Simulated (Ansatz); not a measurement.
The first iterations of a band of CH7BO (10 atoms, charge 0, multiplicity 1).

Theory: RKS PBE-D4/def2-SVP in Ansatz.

- movable images: 5
- climbing image: yes
- spring: 5.0 eV/Å²
- optimiser: quadratic models (default)
- start path: through a guess of the saddle point
- force threshold: 0.03 eV/Å
- iteration limit: 60
- end points: relaxed

Initial state:

```xyz
10
Properties=species:S:1:pos:R:3
B 0.104 -0.126 0.030
H 0.229 0.684 0.944
H 1.128 -0.360 -0.602
H -0.904 0.030 -0.662
O -0.171 -1.536 0.855
C -0.506 -2.677 0.042
H 0.362 -2.845 -0.619
H -0.664 -3.558 0.694
H -1.401 -2.470 -0.579
H -0.894 -1.351 1.487
```

Final state:

```xyz
10
Properties=species:S:1:pos:R:3
B -0.072 -0.346 -1.035
H 0.082 -0.825 3.221
H 0.472 0.731 -0.881
H -0.672 -0.655 -2.056
O 0.011 -1.214 -0.004
C -0.569 -2.513 -0.033
H 0.236 -3.272 0.052
H -1.243 -2.624 0.840
H -1.140 -2.685 -0.971
H 0.179 -0.804 2.457
```

| iteration | highest image above the first end (eV) | largest band force component (eV/Å) |
| --- | --- | --- |
| 1 | 3.066 | 11.580 |
| 2 | 1.703 | 5.030 |
| 3 | 1.258 | 1.818 |
| 4 | 0.710 | 2.794 |
| 5 | 0.335 | 1.516 |
| 6 | 0.164 | 0.837 |

Does the band converge within its limit, and where does its top end?

It converged. It ended after 20 iterations with the highest image 0.795 eV above the first end. The profile has 2 maxima (images 1, 3) with wells between them (image 2): this band takes more than one step, which may be the mechanism or a detour left from its start path. Neighbouring images differ by up to 1.3 eV, so the band resolves the path poorly. A vibrational analysis at the climbing image gives one clearly imaginary mode, 1137i cm⁻¹: a first-order saddle point. The orbitals stay closed-shell, which can raise the energy where a bond breaks towards radicals; this wasn't checked here.

The run took 3.1 min on 1 thread of Arm Neoverse V1 (shared host), peak memory 0.13 GiB.
